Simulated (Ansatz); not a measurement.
Reaction (SMILES): [SiH2][SiH3] (SiH2-SiH3) → 5 H atom + 2 Si atom
B3LYP-D3(BJ)/def2-TZVP geometries, fixed; electronic energies without zero-point terms.
Largest species:
```
Si
H 1 1.4822
H 1 1.4822 2 109.07
H 1 1.4858 2 108.50 3 118.04
Si 1 2.3328 2 109.08 4 122.96
H 5 1.4856 1 114.08 2 -57.42
H 5 1.4856 6 109.54 1 129.22
```
Charge 0, spin multiplicity 2.

Basis-set convergence of the atomisation energy at r2SCAN with Ansatz (a program for electronic structure). Cartesian d functions, on some or all atoms, in 6-31G*, 6-31+G*, 6-311G**, 6-311+G**; all else is spherical. The program fits the integrals of some runs and decomposes those of others, by size. Open shells are unrestricted. No added dispersion term, no relativity. Functions are those of the species that has most. Reference: the value in aug-cc-pV(Q+d)Z, 445.33 kcal/mol, itself unsure by roughly 0.68 kcal/mol (its mean distance from def2-QZVPPD, pcseg-3, def2-QZVPP). Deviations are taken from unrounded values.

| basis | functions | atomisation energy (kcal/mol) |
|---|---|---|
| 6-31G* | 48 | 439.69 |
| 6-31+G* | 56 | 440.10 |
| def2-SVP | 61 | 440.55 |
| def2-SVPD | 88 | 441.80 |
| pcseg-1 | 61 | 441.85 |
| aug-pcseg-1 | 99 | 442.06 |
| cc-pV(D+d)Z | 71 | 438.83 |
| aug-cc-pV(D+d)Z | 109 | 438.29 |
| 6-311G** | 84 | 439.79 |
| 6-311+G** | 92 | 439.72 |
| def2-TZVP | 104 | 443.56 |
| def2-TZVPD | 131 | 443.74 |
| pcseg-2 | 138 | 444.05 |
| aug-pcseg-2 | 215 | 444.56 |
| cc-pV(T+d)Z | 148 | 444.10 |
| aug-cc-pV(T+d)Z | 225 | 444.14 |
| def2-TZVPP | 154 | 444.40 |
| def2-TZVPPD | 181 | 444.48 |
| cc-pV(Q+d)Z | 278 | 445.23 |
| aug-cc-pV(Q+d)Z | 408 | 445.33 |
| def2-QZVPP | 290 | 444.56 |
| def2-QZVPPD | 317 | 444.57 |

What the diffuse functions change, pair by pair:
- 6-31G* to 6-31+G*: 8 more functions, deviation -5.63 to -5.23 kcal/mol
- def2-SVP to def2-SVPD: 27 more functions, deviation -4.78 to -3.53 kcal/mol
- pcseg-1 to aug-pcseg-1: 38 more functions, deviation -3.48 to -3.27 kcal/mol
- cc-pV(D+d)Z to aug-cc-pV(D+d)Z: 38 more functions, deviation -6.50 to -7.04 kcal/mol
- 6-311G** to 6-311+G**: 8 more functions, deviation -5.54 to -5.61 kcal/mol
- def2-TZVP to def2-TZVPD: 27 more functions, deviation -1.77 to -1.59 kcal/mol
- pcseg-2 to aug-pcseg-2: 77 more functions, deviation -1.28 to -0.77 kcal/mol
- cc-pV(T+d)Z to aug-cc-pV(T+d)Z: 77 more functions, deviation -1.22 to -1.19 kcal/mol
- def2-TZVPP to def2-TZVPPD: 27 more functions, deviation -0.92 to -0.85 kcal/mol
- cc-pV(Q+d)Z to aug-cc-pV(Q+d)Z: 130 more functions, deviation -0.09 to 0.00 kcal/mol
- def2-QZVPP to def2-QZVPPD: 27 more functions, deviation -0.77 to -0.76 kcal/mol

Leaving out the reference's own pair, they bring the value nearer the reference by more than 0.68 kcal/mol in 1 of 10 pairs.
